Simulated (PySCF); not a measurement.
H₂S, SMILES S, point group C2v.

Force field and properties: PBE0/pcSseg-2 (PySCF, grid level 2). Vibrational terms come from second-order perturbation theory with semi-diagonal cubic constants, by steps of ±0.6 along the normal coordinates of each isotopologue. The parent has the commonest isotopes.

Equilibrium geometry (Å):

```tsv
atom	x	y	z
S1	0.0244	0.6165	-0.0098
H2	-0.9556	-0.2990	-0.0420
H3	0.9772	-0.3277	0.0016
```

(1) Give the equilibrium and ground-state rotational constants (MHz) of parent; ³⁴S at 1; ²H at 2; ²H at 2, ²H at 3; ³⁴S at 1, ²H at 2.

(2) How is the parent's vibrational correction B0 − Be made up?

(3) And its quartic centrifugal distortion constants from the harmonic force field?

Answers

(1) 
```
          species      Ae      Be      Ce      A0      B0      C0  Δ0 (u Å²)  harmonic ZPE (cm⁻¹)
           parent  308140  268280  143420  308270  268100  140810      0.065                 3333
         ³⁴S at 1  307070  268280  143180  307200  268100  140580      0.065                 3330
          ²H at 2  290260  146730   97464  290030  146630   96025      0.074                 2870
 ²H at 2, ²H at 3  163320  134240   73681  163370  134190   72724      0.089                 2393
³⁴S at 1, ²H at 2  289600  146320   97208  289370  146220   95775      0.074                 2866
```

Δ0 = Ic − Ia − Ib from the ground-state constants.

(2) 
```csv
axis,harmonic,Coriolis,cubic,total (MHz)
a,7420,-0,-7290,130
b,5630,-0,-5800,-178
c,756,-124,-3240,-2610
```

(3) Asymmetric top, A reduction, IIIr representation: ΔJ = 44800 kHz, ΔJK = -143000 kHz, ΔK = 99500 kHz, δJ = 5380 kHz, δK = -223000 kHz.
